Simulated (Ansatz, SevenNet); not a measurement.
For rock-salt BaO, the machine-learned potential SevenNet-l3i5 (trained on PBE and PBE+U data) gives:

- elastic constant C11: 117 GPa
- elastic constant C44: 34.4 GPa
- Voigt–Reuss–Hill shear modulus: 35.0 GPa

### Question
What does B3LYP (VWN-RPA form) (PAW; Ansatz, a program for electronic structure) give for the same quantities?

### Answer

- elastic constant C11: 115 GPa (is nearly the same)
- elastic constant C44: 38.9 GPa (goes up by 13 %)
- Voigt–Reuss–Hill shear modulus: 36.7 GPa (increases by 4.9 %)

For comparison: elastic constant C11 126 GPa (measured, temperature not stated, no zero-point or thermal correction; as tabulated in Oses et al. (2018), arXiv:1811.08464); elastic constant C44 33.7 GPa (measured, temperature not stated, no zero-point or thermal correction; as tabulated in Oses et al. (2018), arXiv:1811.08464).

Changes are worked out from the printed values.

Unless a cell is named, each level is at its own relaxed cell (SevenNet-l3i5 22.09, B3LYP (VWN-RPA form) 21.95 Å³/atom).

Ansatz's density-functional and Hartree–Fock values are scalar-relativistic unless marked +SOC, with PAW data made under PBE.
